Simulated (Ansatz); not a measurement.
```yaml
crystal:
  periodic: [false, false, false]
  atoms:
    - {symbol: Ti, position_ang: [0.000000, 0.000000, 0.001078]}
    - {symbol: O, position_ang: [0.000000, 0.000000, 1.724230]}
    - {symbol: F, position_ang: [0.000000, 0.000000, -1.725308]}
basis:
  gaussian: {orbitals: def2-TZVP}
magnetization: {spin_polarized: true, initial_magnetization: 3}
hamiltonian: {xc: pbe0}
relax: {f_tol: 0.004, max_steps: 80}
```

```sh
$ ansatz run in.yaml --threads 1 --pin off --events-out ev --progress --plain --max-ram 2176MiB
```

Steps of the relaxation (energy above the last step; positions in Å, forces in eV/Å):

```
3
step 1, 353.6 meV
Ti    0.000    0.000    0.001    0.000    0.000    0.135
O     0.000    0.000    1.724    0.000    0.000    2.112
F     0.000    0.000   -1.725    0.000    0.000   -2.247
```

```
3
step 2, 235.6 meV
Ti    0.000    0.000    0.002    0.000    0.000   -0.068
O     0.000    0.000    1.762    0.000    0.000    0.978
F     0.000    0.000   -1.764    0.000    0.000   -0.910
```

```
3
step 3, 155.9 meV
Ti    0.000    0.000    0.000    0.000    0.000   -2.140
O     0.000    0.000    1.795    0.000    0.000    2.862
F     0.000    0.000   -1.795    0.000    0.000   -0.722
```

```
3
step 5, 0.6 meV
Ti    0.000    0.000   -0.028    0.000    0.000   -0.181
O     0.000    0.000    1.873    0.000    0.000    0.138
F     0.000    0.000   -1.845    0.000    0.000    0.043
```

```
3
step 7, 0.0 meV
Ti    0.000    0.000   -0.031    0.000    0.000   -0.001
O     0.000    0.000    1.877    0.000    0.000   -0.001
F     0.000    0.000   -1.846    0.000    0.000    0.001
```

Close pairs at the end: Ti1–F3 1.814 Å, Ti1–O2 1.909 Å.

A stationary point of unrestricted PBE0 after 7 steps, with ⟨S²⟩ = 3.755 against 3.75 for a pure state; no frequencies were run, so it isn't proven a minimum. 2 min on 1 thread of Arm Neoverse V2, shared host.
